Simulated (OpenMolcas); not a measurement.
# C2H4ClF (1-chloro-2-fluoroethane) at RPBE/cc-pVTZ (RICD fitting)

What is the vertical ionisation energy of C2H4ClF (1-chloro-2-fluoroethane) at RPBE/cc-pVTZ (RICD fitting)? 

The results are computed with OpenMolcas 26.06.

11 further runs of the same task are left out: 11 set aside as unsound or not needed.

## Step 1: The molecule

The species is C2H4ClF (8 atoms), meant as a singlet with charge 0. SMILES: `FCCCl`. Geometry: relaxed at PBE0-D4/def2-TZVP. This is one conformer, not always the lowest.

Bond lengths: F1–C2 1.375 Å, C2–C3 1.501 Å, C3–Cl4 1.778 Å, C2–H5 1.093 Å, C2–H6 1.096 Å, C3–H7 1.090 Å, C3–H8 1.091 Å. Some angles: F1–C2–C3 110.9°, C2–C3–Cl4 112.2°, F1–C2–H5 108.3°, F1–C2–H6 108.0°, C3–C2–H5 111.2°, C3–C2–H6 109.0°, C2–C3–H7 110.7°, C2–C3–H8 109.7°, Cl4–C3–H7 107.4°, Cl4–C3–H8 107.5°.

## Step 2: Energy and gradient at RPBE/cc-pVTZ (RICD fitting)

struct.xyz reads:

```xyz
8

F     -1.336980     0.498150     1.030500
C     -0.143560     0.671020     0.368890
C      0.300450    -0.609920    -0.275720
Cl    -0.759330    -1.087620    -1.620890
H     -0.273910     1.462220    -0.374180
H      0.609620     0.981160     1.102570
H      0.296790    -1.425630     0.446820
H      1.306920    -0.489380    -0.677980
```

job.input reads:

```
>>> EXPORT MOLCAS_PRINT=2

&GATEWAY
  BasLib = $CurrDir
  Coord = struct.xyz
  Basis = cc-pVTZ
  Group = NoSym
  RICD

&SEWARD

&SCF
  KSDFT = 2
  1.0 GGA_X_RPBE
  1.0 GGA_C_PBE
  Thresholds = 1e-06 0.001 0.001 0.01
  PrOrbitals = 0

&ALASKA
```

The basis set cc-pVTZ is read from a file made from the Basis Set Exchange's data (not shown).

Run with:

```
$ export MOLCAS_MEM=1860
$ pymolcas job.input > job.log
```

Log:

```text
--- Start Module: gateway ---
[...]
--- Stop Module: gateway /rc=_RC_ALL_IS_WELL_ ---
[...]
      Basis functions          180
[...]
--- Start Module: scf ---
[...]
       Convergence after   9 Iterations
[...]
::    Total KS-DFT energy                            -638.6871276964
[...]
      Total spin, S                                     0.0000000000
[...]
      Total electronic charge=   42.000000
      Total            charge=   -0.000000
[...]
      Dipole Moment (debye):
      Origin of the operator (angstrom)=   -0.5868   -0.3330   -0.4327
                   X=  2.3252E+00               Y=  6.3641E-01               Z=  6.2339E-01           Total=  2.4900E+00
      Quadrupole Moment (debye*angstrom):
[...]
--- Stop Module: scf /rc=_RC_ALL_IS_WELL_ ---
[...]
--- Start Module: alaska ---
[...]
 *              Molecular gradients               *
 **************************************************
  Irreducible representation: a
 ------------------------------------------------------------------------------------------
                              X                       Y                       Z
 ------------------------------------------------------------------------------------------
  F1                1.58910205234157E-02    1.32268804327795E-03   -9.25499493464521E-03
  C2               -6.61410591069878E-03   -4.92352691746145E-03    1.97254126675725E-03
  C3               -6.52500448134941E-03    1.62207719685425E-03   -2.68968552554583E-03
  CL4               7.98348892359257E-03    4.89735281254511E-03    1.11865556802186E-02
  H5               -3.73078083326123E-04   -4.44212716664305E-03    3.85537956095972E-03
  H6               -4.85052501320338E-03   -2.02199341251763E-03   -3.40446248262172E-03
  H7               -4.36747094358592E-04    3.73230137996750E-03   -3.30596968972285E-03
  H8               -5.07504886423771E-03   -1.86771935955787E-04    1.64063612455712E-03
[...]
--- Stop Module: alaska /rc=_RC_ALL_IS_WELL_ ---
[...]
```

It took 25 s on 1 thread of Arm Neoverse V1, shared host; peak memory 0.27 GiB.

## Step 3: The doublet cation, same level

struct.xyz is that of step 2.

job.inp reads:

```
>>> EXPORT MOLCAS_PRINT=2

&GATEWAY
 BASLIB=$CurrDir
 COORD=struct.xyz
 BASIS=cc-pVTZ
 GROUP=NoSym
 RICD

&SEWARD

&SCF
 UHF
 CHARGE=1
 SPIN=2
 KSDFT=2
 1.0 GGA_X_RPBE
 1.0 GGA_C_PBE
 THRESHOLDS=1e-06 0.001 0.001 0.01
 PRORBITALS=0

&ALASKA
```

The basis set cc-pVTZ is read from a file made from the Basis Set Exchange's data (not shown).

Run with:

```
$ export MOLCAS_MEM=1860
$ pymolcas job.inp > job.log
```

Log:

```text
--- Start Module: gateway ---
[...]
--- Stop Module: gateway /rc=_RC_ALL_IS_WELL_ ---
[...]
      Basis functions          180
[...]
--- Start Module: scf ---
[...]
       Convergence after  21 Iterations
[...]
::    Total KS-DFT energy                            -638.2965456158
[...]
      Total spin, S                                     0.5008184097
[...]
      Total electronic charge=   41.000000
      Total            charge=    1.000000
[...]
      Dipole Moment (debye):
      Origin of the operator (angstrom)=   -0.5868   -0.3330   -0.4327
                   X=  3.1238E+00               Y=  1.8879E-01               Z= -2.3090E-01           Total=  3.1380E+00
      Center of Charge (angstrom)
[...]
--- Stop Module: scf /rc=_RC_ALL_IS_WELL_ ---
[...]
--- Start Module: alaska ---
[...]
 *              Molecular gradients               *
 **************************************************
  Irreducible representation: a
 ------------------------------------------------------------------------------------------
                              X                       Y                       Z
 ------------------------------------------------------------------------------------------
  F1               -1.52369111961903E-03    1.65556811764578E-03   -1.29307025523318E-03
  C2                2.38419446494715E-02   -4.16497671835252E-02   -1.38790512713737E-02
  C3               -1.38632445662878E-02    3.90126418708511E-02    1.61916906736286E-02
  CL4              -1.58721129134420E-03    1.04945159465686E-04   -1.95622980353249E-04
  H5                9.35218201081583E-04   -2.49715826974573E-03    5.00813418371315E-03
  H6               -8.98228361085529E-03    6.04293612454532E-03   -4.50504556102116E-03
  H7                5.77663617069246E-03    4.26015211228581E-03   -6.09600947102962E-03
  H8               -4.59736843338820E-03   -6.92931793151996E-03    4.76897468161375E-03
[...]
--- Stop Module: alaska /rc=_RC_ALL_IS_WELL_ ---
[...]
```

Run time: 63 s. Hardware: 1 thread of Arm Neoverse V1, shared host; peak memory 0.28 GiB.

## Step 4: Results

Level: RPBE/cc-pVTZ (RICD fitting).

```
                                          quantity          value
                     singlet C2H4ClF: total energy  -638.68713 Eh
                    singlet C2H4ClF: dipole moment         2.49 D
                      singlet C2H4ClF: HOMO energy       -7.09 eV
                      singlet C2H4ClF: LUMO energy       -0.30 eV
                    singlet C2H4ClF: HOMO–LUMO gap        6.78 eV
         singlet C2H4ClF: largest force on an atom     0.948 eV/Å
                      doublet cation: total energy  -638.29655 Eh
doublet cation: HOMO energy (highest over α and β)      -14.30 eV
 doublet cation: LUMO energy (lowest over α and β)      -14.07 eV
                              doublet cation: ⟨S²⟩          0.752
          doublet cation: largest force on an atom     2.569 eV/Å
vertical ionisation energy (to the doublet cation)      10.628 eV
```

In words: Removing an electron at fixed nuclei costs 10.63 eV (245 kcal/mol). The largest force (singlet C2H4ClF) is 0.95 eV/Å: the shape isn't a stationary point for this species at this level. −ε(HOMO) before ionisation, 7.09 eV, is 3.54 eV below this ionisation energy.
